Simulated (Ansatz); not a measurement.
Born–Oppenheimer molecular dynamics of C$_{4}$H$_{5}$ (9 atoms, charge -1, multiplicity 1). It starts from a relaxed structure.

These are results of Ansatz, RKS PBE0-D4/6-31G*, not measurements.

```json
{
 "ensemble": "NVE (velocity Verlet)",
 "time step": "0.25 fs",
 "steps asked": "300",
 "starting velocities drawn for": "400 K",
 "masses": "H 2.014 u",
 "seed": "317176"
}
```

First frame:

```xyz
9
Properties=species:S:1:pos:R:3
C -0.080 1.854 -0.982
C -0.363 0.664 -0.410
C -0.743 -0.444 0.101
C 0.111 -1.465 0.784
H 0.180 1.944 -2.039
H -0.105 2.790 -0.419
H 1.197 -1.237 0.869
H 0.044 -2.446 0.281
H -0.241 -1.660 1.814
```

(1) How far do the bonds stretch over the last three quarters of this one trajectory? (Pairs bonded in most of those frames.)

Answers

(1) 
| bond | mean (Å) | spread (Å) | shortest | longest |
| --- | --- | --- | --- | --- |
| C1–C2 | 1.360 | 0.017 | 1.33 | 1.39 |
| C1–H5 | 1.094 | 0.004 | 1.08 | 1.10 |
| C1–H6 | 1.096 | 0.019 | 1.06 | 1.13 |
| C2–C3 | 1.270 | 0.008 | 1.26 | 1.29 |
| C3–C4 | 1.486 | 0.027 | 1.45 | 1.53 |
| C4–H7 | 1.116 | 0.028 | 1.08 | 1.16 |
| C4–H8 | 1.106 | 0.012 | 1.09 | 1.12 |
| C4–H9 | 1.108 | 0.028 | 1.07 | 1.15 |

Mean temperature of the second half: 176 K. The conserved energy stayed within 0.028 meV per atom of its start (net change 0.019 meV per atom), so the integration is sound. The temperature averaged 0.44 of the 400 K drawn at the start: a run that starts near a minimum puts about half its kinetic energy into the potential. A run of 0.075 ps of so small a system gives no equilibrium averages. Limits of this set-up: an anion without diffuse functions, the dipole of an ion depends on the origin.

Run time: 6.1 min on 1 thread of AMD EPYC 7B13 (Zen 3), with other jobs on the host, peak memory 0.13 GiB.
